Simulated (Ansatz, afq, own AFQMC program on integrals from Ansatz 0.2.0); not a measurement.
## Breaking Si2–C1 in CH4OSi, singlet

```tsv
atom	x (Å)	y (Å)	z (Å)
C	-0.6241	0.4711	-0.2789
Si	1.2121	0.1475	-0.7294
O	1.5901	-0.9994	0.4301
H	-1.2128	-0.4619	-0.3601
H	-1.0965	1.2241	-0.9292
H	-0.7141	0.8222	0.7661
H	0.9067	-1.2716	1.0557
```

Products: SiHO (doublet; Si–OH) and CH$_{3}$ (doublet), each relaxed with PBE0/def2-SVP like the molecule; electronic energies without zero-point terms. Determinants: RHF, UHF and UHF in that order.

Basis def2-TZVP. Noble-gas cores (and the filled d shells of Ga–Kr and In–Xe) are frozen. Integrals, coupled cluster, full CI and functionals: Ansatz 0.2.0; the random walks run on the same integrals in our own AFQMC program. ph-AFQMC/CISD is guided by a CISD state made of CCSD amplitudes; releasing the constraint for a short imaginary time cuts its bias at the price of noise, slowly where states lie close. ± is one standard error of the sampling. The errors of all members are added in quadrature.

No full CI on the walks' own integrals is used here. The released AFQMC energy serves as the reference, which it does only where one determinant dominates, the energy is flat over the last release times and near the phaseless one (40 meV or 2 meV an electron, half that with transition metals). On small molecules, where full CI could be run and the noise was under 10 meV, such values lay within 10 meV of it in 19 cases of 20, a flattering rate, since the rule was set on those same cases; what remains of the bias isn't in the error bar. Each member takes its own surest rung, up to full CI.

The best estimate is CCSD(T) at the basis-set limit (CBS: def2-TZVPP and def2-QZVPP, with their diffuse functions for anions and beside diffuse sets, CCSD(T) itself extrapolated) plus the step from CCSD(T) to AFQMC with the constraint released in def2-TZVP. Rows without CBS are in def2-TZVP; B2PLYP and the wave-function rows carry a basis error of their own. Core correlation and relativity beyond core potentials are missing, and ± holds the sampling alone.

Cautions: CH₄OSi (singlet): restricted determinant unstable towards unrestricted (UHF 18 meV lower, ⟨S²⟩ 0.17), the released value is read at 0.99 1/Eh, later times being too noisy (meV from the phaseless value at times in 1/Eh: -3 ± 6 at 0.24, -19 ± 9 at 0.51, -5 ± 9 at 0.99, -25 ± 16 at 1.50).

```
 level  bond energy (kJ/mol)
    HF                 202.8
B2PLYP                 305.6
 B3LYP                 296.9
```

(1) From these cheaper values, estimate the bond energy at the level of the best estimate.

(1) 324.1 ± 0.9 kJ/mol (best estimate, highest rung released AFQMC).

| level | bond energy (kJ/mol) | error against the best estimate (kJ/mol) |
| --- | --- | --- |
| MP2 | 323.3 | -0.8 ± 0.9 |
| CCSD | 302.0 | -22.2 ± 0.9 |
| CCSD(T) | 311.0 | -13.1 ± 0.9 |
| ph-AFQMC/CISD | 311.6 ± 0.8 | -12.5 ± 1.2 |
| released AFQMC | 311.7 ± 1.1 | -12.4 |
| HF/CBS | 202.7 | -121.4 ± 0.9 |
| MP2/CBS | 336.8 | 12.7 ± 0.9 |
| CCSD(T)/CBS | 324.0 | -0.1 ± 0.9 |
| PBE | 313.0 | -11.1 ± 0.9 |
| r2SCAN | 297.8 | -26.3 ± 0.9 |
| PBE0 | 308.2 | -15.9 ± 0.9 |
| wB97M-V | 330.0 | 5.9 ± 0.9 |

Correlation beyond CCSD(T) changes it by less than twice the noise. Going to the basis-set limit adds 13.0 kJ/mol at CCSD(T). The perturbative (T) step is worth +9.0 kJ/mol. The functionals spread over 33.1 kJ/mol; wB97M-V and PBE come nearest and B3LYP is 27.2 kJ/mol too low.

Best estimates are given only where the step beyond CCSD(T) is under 0.3 eV and no member's determinant is very poor (T1 over 0.05, or 0.07 for open shells, ⟨S²⟩ too high by 0.3, two states mixed), so the hardest cases are missing from such tables.

The functionals ran in a triple-zeta set and keep a basis error of their own, a few kJ/mol for each bond in atomization energies and more for double hybrids, so close places among them and the extrapolated levels can swap.

Each member of a difference takes its own highest rung, so a best estimate needn't equal the limit plus the step of one row. A walk keeps the symmetry of its determinant, which the program's search chose and which needn't be the lowest solution, so a lower state of the same spin and another symmetry isn't excluded. Released energies are given only where the last usable release times agree within the noise; a slower fall can still hide under it.
